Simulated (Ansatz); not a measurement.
# AlH2− (singlet): wave-function methods side by side at distance Al1–H2 = 1.328 Å, 6-31++G**

The task here is to estimate one member of a computed series from the others.

Computed with Ansatz 0.2.0, Gaussian basis. Level: 6-31++G**, core rule «outside noble gas», up to 5 orbitals frozen.

To be run: UHF; CCSD(T) on RHF; CCSD(T) on UHF; BCCD(T) on RHF; CISD; CCSDT(Q) on RHF; CCSDT(Q) on UHF; CCSDTQ on RHF; CASSCF and MRCISD+Q, 2 electrons in 2 orbitals; CASSCF and NEVPT2, 2 electrons in 2 orbitals; CASSCF and MRCISD+Q, 6 electrons in 6 orbitals; CASSCF and NEVPT2, 6 electrons in 6 orbitals; Full CI.

17 further runs of the same task are left out: 13 that didn't finish, 4 set aside as unsound or not needed.

### What is computed

The geometry derives from a PBE0/def2-TZVPD stationary point (not a proven minimum). One bond is set to the value named and the two fragments are kept rigid.

3 atoms, charge -1, spin multiplicity 1.

Atoms are counted from 1 here; the program's logs count them from 0.

Bond lengths: Al1–H2 1.328 Å, Al1–H3 1.697 Å. Angles: H2–Al1–H3 93.2°.

The first run:

The input, in.yaml:

```yaml
crystal:
  periodic: [false, false, false]
  atoms:
    - {symbol: Al, position_ang: [0.000000, -0.072240, -0.009315]}
    - {symbol: H, position_ang: [0.000000, 0.840196, -0.974221]}
    - {symbol: H, position_ang: [0.000000, 1.093601, 1.223565]}
basis:
  gaussian: {orbitals: "6-31++G**"}
total_charge: -1
magnetization: {spin_polarized: true, initial_magnetization: 0}
hamiltonian: {xc: hf}
output: {orbitals: {seedname: orbitals}}
```

Started as:

```
$ ansatz run in.yaml --threads 1 --pin off --events-out ev --progress --plain --max-ram 2393MiB
```

Steps of the session up to this table: UHF; CCSD(T) on RHF; CCSD(T) on UHF; BCCD(T) on RHF; CISD; CCSDT(Q) on RHF; CCSDT(Q) on UHF; CCSDTQ on RHF; CASSCF and MRCISD+Q, 2 electrons in 2 orbitals; CASSCF and NEVPT2, 2 electrons in 2 orbitals; CASSCF and MRCISD+Q, 6 electrons in 6 orbitals; CASSCF and NEVPT2, 6 electrons in 6 orbitals; Full CI.

One table of the session follows, with a row left open; its other results are not shown here.

```
          method  from FCI (kJ/mol)
             RHF             +253.7
             UHF             +245.9
            RMP2              +64.6
            CISD              +17.2
           RCCSD               +6.3
        RCCSD(T)               +1.6
         BCCD(T)               +1.6
          RCCSDT                  ?
       RCCSDT(Q)               +0.1
         RCCSDTQ                0.0
     CASSCF pair             +218.9
     MRCISD pair              +13.1
   MRCISD+Q pair               -1.9
  CASSCF valence             +154.7
  NEVPT2 valence              +56.9
  MRCISD valence               +8.0
MRCISD+Q valence               +1.6
             FCI                  0
```

**Question.** Estimate the row for RCCSDT.

As computed: from FCI (kJ/mol): +0.2. In the column «from FCI (kJ/mol)» it lies between RCCSDT(Q) (+0.1) and RCCSD(T) (+1.6).

Not comparable, so not listed: CCSD(T) on UHF; CASSCF and NEVPT2, 2 electrons in 2 orbitals (they don't share determinant, frozen orbitals or solution with the rows shown, or repeat one).

Limits of these values: MRCISD+Q pair falls below full CI: the +Q correction isn't variational, and the cores differ from full CI's. Warnings in the runs' records: passed over end.
